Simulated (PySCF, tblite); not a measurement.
# C3H4O2, a complex of two parts: NMR shifts, interaction energy, infrared bands, spin-spin couplings and core binding energies

What NMR shifts, interaction energy, infrared bands, spin-spin couplings and core binding energies should one expect for `C=C` with `O=C=O`?

Computed with tblite 0.8.0 and PySCF 2.14.0; each step states its level. No surroundings beyond the atoms listed, unless a continuum is named. Atoms count from 0, parts from 1.

## (1) The system as given

9 atoms, charge 0, multiplicity 1; geometry: rigid parts in contact. Parts: 1 = atoms 0–5, `C=C`, charge 0; 2 = atoms 6–8, `O=C=O`, charge 0.

## (2) Search for minima with GFN2-xTB

The job: settings as JSON, then the geometry in Å.

```
{"job": {"kind": "dock", "xc": "GFN2-xTB", "basis": "xTB"}, "charge": 0, "multiplicity": 1, "parts": [{"atoms": "0-5", "charge": 0, "multiplicity": 1}, {"atoms": "6-8", "charge": 0, "multiplicity": 1}]}
C     -0.654118    -0.063849     0.036276
C      0.654065     0.063432    -0.036186
H     -1.316576     0.779818    -0.068698
H     -1.127075    -1.017619     0.203985
H      1.317499    -0.779815     0.066373
H      1.126204     1.018033    -0.201750
O      0.090741     0.350104    -3.117777
C      0.353048     1.310442    -2.554760
O      0.616034     2.270374    -1.991412
```

With the program's defaults for keys left out, this is: GFN2-xTB search for minima from random contacts, gas phase.

Started as:

```bash
$ OMP_NUM_THREADS=1 python cluster_run.py task.json out
```

One launch serves the whole session: the jobs run in the order shown.

**Question.** The jobs that follow are: PBE0-D3(BJ)/def2-SVPD geometry optimisation, gas phase; GIAO PBE0/pcSseg-2 NMR shielding, non-relativistic, gas phase; wB97M-D3(BJ)/def2-TZVPD interaction energy, counterpoise and uncorrected, gas phase; PBE0-D3(BJ)/def2-TZVPD interaction energy, counterpoise and uncorrected, gas phase; PBE0-D3(BJ)/def2-SVPD harmonic vibrations by differences of gradients, gas phase; B3LYP/pcJ-1 indirect spin-spin coupling, non-relativistic, gas phase; delta-SCF UKS SCAN, pcX-2 on the ionised atom, pcseg-1 elsewhere, spin-free X2C. Predict: binding energy (GFN2-xTB); point group; rotational constants (main isotopes); shieldings of C, H, O (PBE0/pcSseg-2); largest proton shift on binding; interaction energy, counterpoise (wB97M-D3(BJ)/def2-TZVPD); superposition error; binding energy (with deformation); strongest single infrared mode (PBE0-D3(BJ)/def2-SVPD); largest coupling of the table (B3LYP/pcJ-1); C1s binding energies, SCAN/pcX-2 (standing for 2 of 3 atoms).

**Answer**, as computed:

| quantity | value |
| --- | --- |
| binding energy (GFN2-xTB) | -1.26 kcal/mol |
| point group | C1 |
| rotational constants (main isotopes) | 8.07, 2.47, 2.14 GHz |
| shieldings of C, H, O (PBE0/pcSseg-2) | C1 47.7, C0 47.8, C7 51.4, H5 25.3, H2 25.3, H3 25.3, H4 25.4, O6 205.4 ppm and more |
| largest proton shift on binding | H5, +0.23 ppm |
| interaction energy, counterpoise (wB97M-D3(BJ)/def2-TZVPD) | -1.76 kcal/mol |
| superposition error | 0.08 kcal/mol |
| binding energy (with deformation) | -1.74 kcal/mol |
| strongest single infrared mode (PBE0-D3(BJ)/def2-SVPD) | 2500 cm⁻¹ |
| largest coupling of the table (B3LYP/pcJ-1) | 1J(C,H) C1–H5, 168.0 Hz |
| C1s binding energies, SCAN/pcX-2 (standing for 2 of 3 atoms) | C0 290.87, C1 290.87 eV |
| range of the interaction energy over the runs of this table | -1.79 to -1.76 kcal/mol |

**Reading.** At its xTB geometry the search ends with the contact C1···C7 (inside the van der Waals sum, 3.29 Å); 6 starts can't prove it the lowest minimum. A later relaxation moves these distances. The start of the PBE0/def2-SVPD relaxation was shaken at random by about 0.01 Å, so part of the energy gained, and of the first lengths quoted, undoes that. Over 6 steps the energy fell by 0.145 eV; of the close pairs, C0–H3 changed most, 1.047 to 1.092 Å. At PBE0/pcSseg-2: The widest tensor belongs to C7: span 350 ppm, with a paramagnetic part of -214 ppm. On binding (GIAO PBE0/pcSseg-2 NMR shielding, non-relativistic, gas phase), H5 moves most among the protons, 0.23 ppm downfield. No mode is clearly imaginary at PBE0-D3(BJ)/def2-SVPD; the softest is at -4 cm⁻¹, numerical noise about zero. At SCAN/pcX-2: the C1s levels computed lie within 0.01 eV of one another, too close to rank. Only 2 of the 3 C atoms are covered by sound results. The interaction energy runs from -1.79 (PBE0-D3(BJ)/def2-TZVPD) to -1.76 kcal/mol (wB97M-D3(BJ)/def2-TZVPD).
